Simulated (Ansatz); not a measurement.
# H2OSi: composite energy at a relaxed geometry in Python

A script is to give a composite energy at a relaxed geometry; the system is H2OSi. SMILES: O=[SiH2].

All numbers are computed with Ansatz 0.2.0 through its Python package. The levels of theory stand in the script.

## Step 1: The system

Bond lengths: O1–Si2 1.504 Å, Si2–H3 1.456 Å, Si2–H4 1.456 Å. Angles: O1–Si2–H3 124.8°, O1–Si2–H4 124.9°, H3–Si2–H4 110.3°.

The script holds or builds the structure itself.

## Step 2: Script

Input file h2osi.py:

```python
'''Relax H2OSi cheaply, then refine its energy.'''

import itertools

import ansatz as az
from ase.data import atomic_numbers, covalent_radii
import numpy as np

BASIS_SET = 'def2-SVP'
FUNCTIONAL = 'r2scan'

GEOMETRY = '''
O    -0.28145    0.41089    1.46164
Si   -0.00754    0.01094    0.03795
H     0.43073   -1.31200   -0.38447
H    -0.14173    0.89018   -1.11512
'''

geometry = az.Crystal.molecule()
for line in GEOMETRY.strip().splitlines():
    symbol, *xyz = line.split()
    geometry = geometry.atom(symbol, [float(v) for v in xyz])

calculation = (
    geometry.calculation()
    .basis(gaussian=BASIS_SET)
    .functional(FUNCTIONAL)
)
symbols = [site.symbol for site in geometry.cartesian_sites]
start = np.array([site.position_ang for site in geometry.cartesian_sites], dtype=float)
report = calculation.relax(force_tolerance=0.01).run(threads=1, backend='cpu').report
end = np.array(report['positions_ang'])
# pairs closer than 1.2 times the sum of covalent radii, before or after
radius = [covalent_radii[atomic_numbers[s]] for s in symbols]
span = lambda where, i, j: np.linalg.norm(where[i] - where[j])
bonded = [(i, j) for i, j in itertools.combinations(range(len(symbols)), 2) if min(span(start, i, j), span(end, i, j)) < 1.2 * (radius[i] + radius[j])]
print('pair        before    after (A)')
for i, j in bonded:
    print(f'{symbols[i]}{i}-{symbols[j]}{j}'.ljust(10), f'{span(start, i, j):8.4f} {span(end, i, j):8.4f}')
for first, second in list(itertools.combinations(bonded, 2)):
    shared = set(first) & set(second)
    if shared and symbols[(j := shared.pop())] != 'H':
        i, k = sorted((set(first) | set(second)) - {j})
        u, v = end[i] - end[j], end[k] - end[j]
        angle = np.degrees(np.arccos(np.clip(u @ v / np.linalg.norm(u) / np.linalg.norm(v), -1, 1)))
        print(f'final angle {symbols[i]}{i}-{symbols[j]}{j}-{symbols[k]}{k}: {angle:.2f} deg')

minimum = az.Crystal.molecule()
for symbol, place in zip(symbols, end):
    minimum = minimum.atom(symbol, place.tolist())
at_minimum = minimum.calculation()
# MP2 extrapolated to the basis limit, plus the small-basis difference CCSD(T) - MP2
level = lambda method, basis: at_minimum.basis(gaussian=basis).correlation(method).run(threads=1, backend='cpu').report
small, large, cluster = level('mp2', 'cc-pVDZ'), level('mp2', 'cc-pVTZ'), level('ccsd_t', 'cc-pVDZ')
corr = lambda each: (each['free_energy_ev'] - each['reference_energy_ev']) / 27.211386246
mp2_limit = (27 * corr(large) - 8 * corr(small)) / 19
pieces = {'HF / cc-pVTZ': large['reference_energy_ev'] / 27.211386246, 'MP2 correlation, DZ-TZ limit': mp2_limit, 'CCSD(T) - MP2 / cc-pVDZ': corr(cluster) - corr(small)}
for name, value in pieces.items():
    print(f'{name:32s} {value:14.6f} Ha')
print(f'{"sum":32s} {sum(pieces.values()):14.6f} Ha')
print('T1 diagnostic', round(cluster['correlation']['coupled_cluster']['t1_diagnostic'], 4))
```

## Step 3: The run

The run is started by

```console
> python h2osi.py
```

What it wrote:

```text
pair        before    after (A)
O0-Si1       1.5040   1.5378
Si1-H2       1.4563   1.4928
Si1-H3       1.4562   1.4929
final angle O0-Si1-H2: 124.12 deg
final angle O0-Si1-H3: 124.12 deg
final angle H2-Si1-H3: 111.75 deg
HF / cc-pVTZ                        -364.979084 Ha
MP2 correlation, DZ-TZ limit          -0.393933 Ha
CCSD(T) - MP2 / cc-pVDZ               -0.023905 Ha
sum                                 -365.396922 Ha
T1 diagnostic 0.0263
```

It took 8.7 s on 1 thread of Arm Neoverse V2, shared host; peak memory 0.18 GiB.

## Step 4: The relaxation of run 0, step by step

The steps of the relaxation:

```
step  energy from step 1 (eV)  largest force component (eV/Å)
   1                   0.0000                          1.9371
   2                  -0.0515                          0.8783
   3                  -0.0609                          0.0594
   4                  -0.0608                          0.0323
   5                  -0.0609                          0.0005
```

Step 1 is the start. Step 4 was tried and not accepted.

Before: Bond lengths: O1–Si2 1.504 Å, Si2–H3 1.456 Å, Si2–H4 1.456 Å. Angles: O1–Si2–H3 124.8°, O1–Si2–H4 124.9°, H3–Si2–H4 110.3°.

After: Bond lengths: O1–Si2 1.538 Å, Si2–H3 1.493 Å, Si2–H4 1.493 Å. Angles: O1–Si2–H3 124.1°, O1–Si2–H4 124.1°, H3–Si2–H4 111.8°.

Run 0 is this relaxation; the runs after it count from 1.

## Step 5: Run by run

From the records of these 3 runs:

```
run    basis  method  energy (eV)  iterations in all  CPU time (s)
  1  cc-pVDZ     mp2   -9938.0838                 12          0.19
  2  cc-pVTZ     mp2   -9941.4883                 11          0.52
  3  cc-pVDZ  ccsd_t   -9938.7343                 18          0.36
```

## Step 6: Outcome

| quantity | value |
| --- | --- |
| T1 diagnostic | 0.0263 |
| composite energy | -365.396922 Ha |
| runs compared | 3 |

In words: All 3 runs converged, in 11 to 18 cycles. A T1 diagnostic under about 0.02 supports a single-reference treatment; this one lies above (open shells tolerate somewhat more). Run 0: After 3 moves the largest shift is 0.043 Å. Notes:
- The sum leaves out core correlation, relativity, the Hartree-Fock basis error and zero-point energy; a DZ-TZ extrapolation is rough.
- Inner cores stay frozen, so this is valence correlation.
- For Al to Cl the sets with a tight d function, cc-pV(X+d)Z, are usual.
- An extrapolation from small basis sets is rough.
